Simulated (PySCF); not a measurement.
Gas-phase reaction: 2 BH2F + 3 C2H4 ⇌ B + 2 C3H8 + BF2

Energies from PySCF (xtb for GFN2), thermal terms from the rigid-rotor harmonic-oscillator model, ideal gas at 1 bar. † marks an energy on the PBE0/def2-TZVP geometry and frequencies; other levels use their own. MP2 and CCSD(T) freeze the core. 6-31G* has spherical d functions here. Open shells (unrestricted): B (multiplicity 2, electronic degeneracy 6), BF2 (multiplicity 2); the rest are closed-shell singlets. GFN2 has no spin-polarisation term. Spin-orbit splitting is ignored; it lowers the true energy and changes the entropy of B. B3LYP is the form with VWN-RPA correlation. BH2F: computed as isolated molecules; such fragments, hydroxides, amides, oligomers or adducts are transient or little studied in the gas. MP2 isn't extrapolated to the basis-set limit; its ΔH°(298 K) is 286.3 kJ in def2-SVP and 305.7 kJ in def2-TZVPP. CCSD(T) isn't extrapolated to the basis-set limit; its ΔH°(298 K) is 294.2 kJ in def2-SVP and 307.1 kJ in def2-TZVPP. The harmonic model lacks anharmonicity and excited electronic states, which grow with temperature; levels with a mode under 35 cm⁻¹ are left out. Internal rotation in C3H8 is treated as a harmonic vibration of one conformer, which makes the entropy rough.

```tsv
level	ΔE electronic, kJ	ΔH°(298 K), kJ	ΔS°(298 K), J/K	ΔG°(2500 K), kJ
B3LYP/6-31G*	291	326	-166	707
B3LYP/def2-TZVP†	324	359	-165	736
CCSD(T)/def2-SVP†	259	294	-165	671
CCSD(T)/def2-TZVPP†	272	307	-165	684
GFN2-xTB	564	607	-164	997
HF/def2-TZVP†	225	260	-165	637
MP2/def2-TZVPP†	271	306	-165	683
PBE/def2-SVP	268	302	-166	682
PBE/def2-TZVP†	285	320	-165	697
PBE0/def2-SVP†	237	272	-165	649
PBE0/def2-TZVP	254	289	-165	666
```
ΔH° is lowest at HF/def2-TZVP† and highest at GFN2-xTB. No reference value is set beside these.
